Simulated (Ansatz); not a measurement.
Coupled-cluster run, `C=CS`.

```yaml
crystal:
  periodic: [false, false, false]
  atoms:
    - {symbol: C, position_ang: [-0.949011, 0.320354, -0.532179]}
    - {symbol: C, position_ang: [0.224395, 0.155114, 0.064546]}
    - {symbol: S, position_ang: [0.797274, -1.386569, 0.665228]}
    - {symbol: H, position_ang: [-1.639103, -0.500560, -0.691603]}
    - {symbol: H, position_ang: [-1.249506, 1.300277, -0.880387]}
    - {symbol: H, position_ang: [0.896819, 0.992347, 0.212177]}
    - {symbol: H, position_ang: [1.980332, -0.948863, 1.116419]}
basis:
  gaussian: {orbitals: cc-pV(D+d)Z}
correlation: {method: ccsd_t}
```

```sh
$ ansatz run in.yaml --threads 2 --pin off --events-out ev --progress --plain --max-ram 32768MiB --backend cpu
```

The program prints (abridged):

```
Functional definition: HF
665 factors; integrals over basis functions are off by at most 9.7e-4 eV
mean field evaluation 1: about -12939.2875 eV, gradient 2.3e1 eV
mean field evaluation 2: about -12939.2909 eV, gradient 2.3e1 eV
mean field evaluation 4: about -12941.0317 eV, gradient 2.7e0 eV
mean field evaluation 8: about -12941.0689 eV, gradient 6.0e-4 eV
mean field -12941.06885785 eV, -475.5755087544 hartree, gradient 3.2e-6 eV, S^2 0.000000; 0 other end points of the search recorded, 0 dependent functions left out
7 core orbitals not correlated: weight in the atoms' cores, before any rotation towards them, 1.000 or more for the frozen orbitals, at most 0.000 for the correlated occupied ones
reference -12941.06885785 eV, -475.5755087544 hartree; 9, 9 occupied and 55, 55 virtual orbitals, 665 factors
second order -11.03800405 eV of doubles, -0.00000000 eV of singles
cycle   1  -11.72221543 eV  change   -6.8e-1 eV  update   7.8e-2
cycle   2  -12.08024498 eV  change   -3.6e-1 eV  update   2.6e-2
cycle   3  -12.14201695 eV  change   -6.2e-2 eV  update   1.1e-2
cycle   4  -12.14194928 eV  change    6.8e-5 eV  update   3.1e-3
cycle   5  -12.14262058 eV  change   -6.7e-4 eV  update   1.1e-3
cycle   6  -12.14245945 eV  change    1.6e-4 eV  update   2.8e-4
cycle   7  -12.14244777 eV  change    1.2e-5 eV  update   9.7e-5
cycle   8  -12.14245437 eV  change   -6.6e-6 eV  update   4.0e-5
cycle   9  -12.14243957 eV  change    1.5e-5 eV  update   1.5e-5
perturbative correction -0.41693164 eV, -0.0153219552 hartree
Total energy: -12953.62822906 eV, -476.0370571332 hartree
```

It took 2.7 s on 2 threads of a server CPU on a shared host, with 0.32 GiB of host memory at the peak.

Correlation energy per correlated electron: -0.698 eV. T1 diagnostic: 0.0111.
